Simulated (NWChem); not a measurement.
**BF2 (SMILES F[B]F): UTPSSh/aug-cc-pVDZ (density fitting)**

Aim: the vertical ionisation energy of BF2 at UTPSSh/aug-cc-pVDZ (density fitting), from 2 runs. 

The results are computed with NWChem 7.3.0.

## 1. Starting point

The species is BF2 (3 atoms), meant as a doublet with charge 0. As SMILES, `F[B]F`. Geometry: relaxed at PBE0-D4/def2-TZVP.

Bond lengths: F1–B2 1.306 Å, B2–F3 1.306 Å. Angles: F1–B2–F3 121.1°.

## 2. A single-point energy at UTPSSh/aug-cc-pVDZ (density fitting)

Input file calc.nw:

```
start calc
memory stack 880 mb heap 220 mb global 1100 mb

geometry noautosym nocenter noautoz
  F      0.513100    -1.044300     0.160000
  B      0.279000     0.240500     0.181300
  F     -0.802900     0.738900    -0.354600
end

basis "ao basis" spherical bse
  * library aug-cc-pVDZ
end

basis "cd basis" spherical
  * library "dgauss a2 dft coulomb fitting"
end

dft
  xc xctpssh
  mult 2
  grid fine
  convergence energy 1e-08
  iterations 100
  mulliken
  noprint "final vectors analysis"
end

task dft energy
```

Run with:

```
$ nwchem calc.nw > calc.out
```

Log:

```text
[...]
          Wavefunction type:  spin polarized.
          No. of atoms     :     3
          No. of electrons :    23
[...]
          Charge           :     0
          Spin multiplicity:     2
[...]
          AO basis - number of functions:    69
[...]
              XC Information
              --------------
                  TPSS hybrid Method XC Functional
                     Hartree-Fock (Exact) Exchange  0.100
                  TPSS metaGGA Exchange Functional  0.900
             TPSS03 metaGGA Correlation Functional  1.000
[...]
 d= 0,ls=0.0,diis     1   -224.5004809291 -2.80D+02  1.09D-02  1.62D-01     0.9
[...]
 d= 0,ls=0.0,diis     8   -224.5884188115  4.62D-09  1.34D-06  3.58D-08     6.4
[...]
         Total DFT energy =     -224.588418811539
      One electron energy =     -420.828246839165
           Coulomb energy =      165.928475255236
    Exchange-Corr. energy =      -24.990935531115
 Nuclear repulsion energy =       55.302288303504
[...]
      Total Density - Mulliken Population Analysis
     ---------------------------------------------
    Atom       Charge   Shell Charges
 -----------   ------   -------------------------------------------------------
    1 F    9     9.21   2.01  0.91  0.96  0.07  3.35  1.81  0.10  0.00  0.01
    2 B    5     4.58   2.02  0.56  0.37  0.03  1.32  0.09 -0.00  0.20 -0.00
    3 F    9     9.21   2.01  0.91  0.96  0.07  3.35  1.81  0.10  0.00  0.01
[...]
      <S2> =      0.7519 (Exact =     0.7500)
[...]
```

It took 7.2 s on 1 thread of Intel Xeon 6975P-C (Granite Rapids), shared host; peak memory 0.11 GiB.

## 3. The singlet cation at the same level

Input file bf2.nw:

```
start bf2
memory stack 880 mb heap 220 mb global 1100 mb
charge 1
geometry units au noautosym nocenter noautoz
  F   0.96961847 -1.97344099  0.30235618
  B   0.52723359  0.45447913  0.34260735
  F  -1.51726111  1.39631863 -0.67009688
end
basis spherical bse
  * library aug-cc-pVDZ
end
basis "cd basis" spherical
  * library "dgauss a2 dft coulomb fitting"
end
dft
  xc xctpssh
  grid fine
  convergence energy 1e-08
  iterations 100
  mulliken
  print low
end
task dft
```

Run with:

```
$ nwchem bf2.nw > bf2.out
```

Log:

```text
[...]
 d= 0,ls=0.0,diis     1   -223.8667203465 -2.79D+02  4.37D-02  3.49D+00     0.8
[...]
 d= 0,ls=0.0,diis    10   -224.2058476449 -2.77D-10  3.13D-07  2.44D-09     6.0
         Total DFT energy =     -224.205847644909
      One electron energy =     -413.172760152873
           Coulomb energy =      158.262111927530
    Exchange-Corr. energy =      -24.597483773797
 Nuclear repulsion energy =       55.302284354231
[...]
      Total Density - Mulliken Population Analysis
     ---------------------------------------------
    Atom       Charge   Shell Charges
 -----------   ------   -------------------------------------------------------
    1 F    9     9.02   2.01  0.93  0.96  0.06  3.30  1.69  0.06  0.01  0.02
    2 B    5     3.97   2.02  0.50  0.06 -0.01  1.23 -0.03 -0.00  0.20  0.00
    3 F    9     9.02   2.01  0.93  0.96  0.06  3.30  1.69  0.06  0.01  0.02
[...]
```

Wall time 6.9 s (1 thread of Intel Xeon 6975P-C (Granite Rapids), shared host); peak memory 0.11 GiB.

## 4. Outcome

At UTPSSh/aug-cc-pVDZ (density fitting):

| quantity | value |
| --- | --- |
| doublet BF2: total energy | -224.58842 Eh |
| doublet BF2: dipole moment | 0.20 D |
| doublet BF2: ⟨S²⟩ | 0.752 |
| singlet cation: total energy | -224.20585 Eh |
| vertical ionisation energy (to the singlet cation) | 10.410 eV |

**Reading.** The vertical ionisation energy comes to 10.41 eV (1004 kJ/mol). Only the singlet of the ionised species was computed; a triplet could lie lower. Mulliken charges (singlet cation) run from -0.02 on F1 to +1.03 on B2; in a basis this large or diffuse they mean little.
